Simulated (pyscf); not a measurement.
This saddle point was located with ωB97X-D3(BJ)/def2-SVP in PySCF.

```xyz
14

Mg    -0.9085     0.3584     1.6972
O     -0.1413     0.0870    -0.0802
C     -0.4577     0.1212    -1.4483
C     -1.2377     1.3754    -1.8243
O     -2.2571    -0.1811     2.7393
H      0.4734     0.0646    -2.0433
H     -1.0476    -0.7784    -1.7000
H     -1.4793     1.3884    -2.8994
H     -0.6545     2.2817    -1.5924
H     -2.1863     1.4253    -1.2627
H     -2.7662    -0.1576     3.5452
O      0.6603     1.5319     1.5147
H      0.5666     0.9283     0.4817
H      1.5264     1.6914     1.8959
```
Charge 0, spin multiplicity 1.

Surface: singlet, charge 0. Lowest wavenumbers (cm⁻¹): 832i, 28, 54, 104, 159.

Q: Name the species on either side of this saddle.

A: `[CH3][CH2][O][Mg][OH]` + `[OH2]` ⇌ `[OH][Mg][OH]` + `[CH3][CH2][OH]`, a four-centre exchange read from left to right: Mg–O, H–O broken and Mg–O, H–O formed. At ωB97M-D3(BJ)/def2-TZVP it lies -19.1 kcal/mol from the left side and -18.3 kcal/mol from the right (each side as separated species at their lowest minima found). On the reactant side the descent ends in an adduct with a Mg–O contact (not fully relaxed), 23.9 kcal/mol under the separated species and 3.4 kcal/mol under the saddle at ωB97X-D3(BJ)/def2-TZVP. On the product side the descent ends in an adduct with a Mg–O contact, 27.1 kcal/mol under the separated species and 7.3 kcal/mol under the saddle at ωB97X-D3(BJ)/def2-TZVP. At ωB97M-D3(BJ) the saddle lies under the separated reactants, which points to a path from their complex (located at ωB97X-D3(BJ) alone). At ωB97M-D3(BJ) the saddle lies under the separated products, which points to a path from their complex (located at ωB97X-D3(BJ) alone). What is counted as formed (Mg–O) is already present as a longer contact in the reactant adduct; forming that adduct is a step of its own. What is counted as broken (Mg–O) persists as a longer contact in the product adduct; parting that adduct is a step of its own. At the saddle there is also a short H–Mg contact that neither side keeps. One saddle was located; it need not be the lowest between these sides.
